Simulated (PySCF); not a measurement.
PySCF input (BP86/def2-SVP):

```python
from pyscf import gto, dft

mol = gto.M(
    atom='''
    N    -0.01174600    0.81294500    0.09531200
    N    -0.00018200   -0.67601700   -0.08700100
    H    -0.81512900    1.06903100   -0.49699100
    H    -0.03991300   -1.09453700    0.84806000
    H     0.93854200   -0.93299000   -0.40924300
    ''',
    basis='def2-svp',
    charge=-1,
    spin=0,
    verbose=4,
)

mf = dft.RKS(mol, xc='bp86')
mf.grids.level = 3
mf.conv_tol = 1e-9
mf.max_cycle = 100
mf.max_memory = 1500
mf.kernel()
if not mf.converged:
    mf = mf.newton()
    mf.kernel(mf.make_rdm1())
mf.dip_moment()
```

Output:

```
PySCF version 2.14.0

[INPUT] verbose = 4
[INPUT] num. atoms = 5
[INPUT] num. electrons = 18
[INPUT] charge = -1
[INPUT] spin (= nelec alpha-beta = 2S) = 0
[INPUT] symmetry False subgroup None
[INPUT] Mole.unit = angstrom
[INPUT] Symbol           X                Y                Z      unit          X                Y                Z       unit  Magmom
[INPUT]  1 N     -0.011746000000   0.812945000000   0.095312000000 AA   -0.022196723059   1.536243404335   0.180113576385 Bohr   0.0
[INPUT]  2 N     -0.000182000000  -0.676017000000  -0.087001000000 AA   -0.000343930155  -1.277486985550  -0.164408062563 Bohr   0.0
[INPUT]  3 H     -0.815129000000   1.069031000000  -0.496991000000 AA   -1.540370566191   2.020175808670  -0.939176876374 Bohr   0.0
[INPUT]  4 H     -0.039913000000  -1.094537000000   0.848060000000 AA   -0.075424638810  -2.068375163203   1.602601137199 Bohr   0.0
[INPUT]  5 H      0.938542000000  -0.932990000000  -0.409243000000 AA    1.773587336402  -1.763095576958  -0.773357188395 Bohr   0.0

nuclear repulsion = 34.3275043917158
number of shells = 21
number of NR pGTOs = 69
number of NR cGTOs = 43
basis = def2-svp
ecp = {}

******** <class 'pyscf.dft.rks.RKS'> ********
method = RKS
initial guess = minao
damping factor = 0
level_shift factor = 0
DIIS = <class 'pyscf.scf.diis.CDIIS'>
diis_start_cycle = 1
diis_space = 8
diis_damp = 0
SCF conv_tol = 1e-09
SCF conv_tol_grad = None
SCF max_cycles = 100
direct_scf = True
direct_scf_tol = 1e-13
XC library pyscf.dft.libxc version 7.1.2
    S. Lehtola, C. Steigemann, M. J. T. Oliveira, and M. A. L. Marques,  SoftwareX 7, 1–5 (2018)
XC functionals = bp86
    A. D. Becke,  Phys. Rev. A 38, 3098 (1988)
    J. P. Perdew,  Phys. Rev. B 33, 8822 (1986)
    J. P. Perdew,  Phys. Rev. B 34, 7406–7406 (1986)
radial grids:
    Treutler-Ahlrichs [JCP 102, 346 (1995); DOI:10.1063/1.469408] (M4) radial grids

becke partition: Becke, JCP 88, 2547 (1988); DOI:10.1063/1.454033
pruning grids: <function nwchem_prune>
grids dens level: 3
symmetrized grids: False
atomic radii adjust function: <function treutler_atomic_radii_adjust>
small_rho_cutoff = 0
Set gradient conv threshold to 3.16228e-05
Initial guess from minao.
tot grids = 57232
init E= -111.064285557393
  HOMO = -0.231515926739732  LUMO = 0.0196810102773153  gap/eV = 6.83542
cycle= 1 E= -110.963836682955  delta_E=  0.1  |g|= 0.691  |ddm|= 2.12
  HOMO = 0.300607078296176  LUMO = 0.350386318921621  gap/eV = 1.35456
cycle= 2 E= -109.546161034881  delta_E= 1.42  |g|= 1.81  |ddm|= 10.3
  HOMO = 0.13250445836912  LUMO = 0.285853672505391  gap/eV = 4.17284
cycle= 3 E= -111.014957529176  delta_E= -1.47  |g|= 0.558  |ddm|= 10.1
  HOMO = 0.130768678644084  LUMO = 0.266279041388309  gap/eV = 3.68742
cycle= 4 E= -111.076687580671  delta_E= -0.0617  |g|= 0.212  |ddm|= 0.473
  HOMO = 0.170505392813284  LUMO = 0.26200541111442  gap/eV = 2.48984
cycle= 5 E= -111.086549587016  delta_E= -0.00986  |g|= 0.11  |ddm|= 0.276
  HOMO = 0.188175074400042  LUMO = 0.263039120159001  gap/eV = 2.03715
cycle= 6 E= -111.089332388659  delta_E= -0.00278  |g|= 0.00775  |ddm|= 0.158
  HOMO = 0.188337257290579  LUMO = 0.262498542161111  gap/eV = 2.01803
cycle= 7 E= -111.089346617773  delta_E= -1.42e-05  |g|= 0.00225  |ddm|= 0.0144
  HOMO = 0.188314878496759  LUMO = 0.262632554121102  gap/eV = 2.02229
cycle= 8 E= -111.089347725461  delta_E= -1.11e-06  |g|= 0.000466  |ddm|= 0.00435
  HOMO = 0.188354456243562  LUMO = 0.262588717278069  gap/eV = 2.02002
cycle= 9 E= -111.089347837943  delta_E= -1.12e-07  |g|= 5.22e-05  |ddm|= 0.00107
  HOMO = 0.188355651563338  LUMO = 0.262592056553565  gap/eV = 2.02008
cycle= 10 E= -111.08934783873  delta_E= -7.88e-10  |g|= 6.11e-06  |ddm|= 9.06e-05
  HOMO = 0.188357363333761  LUMO = 0.262593055744804  gap/eV = 2.02006
Extra cycle  E= -111.089347838734  delta_E= -3.87e-12  |g|= 4.87e-06  |ddm|= 1.56e-05
converged SCF energy = -111.089347838734

WARN: System has nonzero charge -1; the dipole moment is origin-dependent.
Location of origin: [0. 0. 0.]

Dipole moment(X, Y, Z, Debye):  0.36442, -2.53126, -0.04162
```

The dipole moment of an ion depends on the origin.

The geometry given is a B3LYP-D3(BJ)/def2-TZVP minimum.
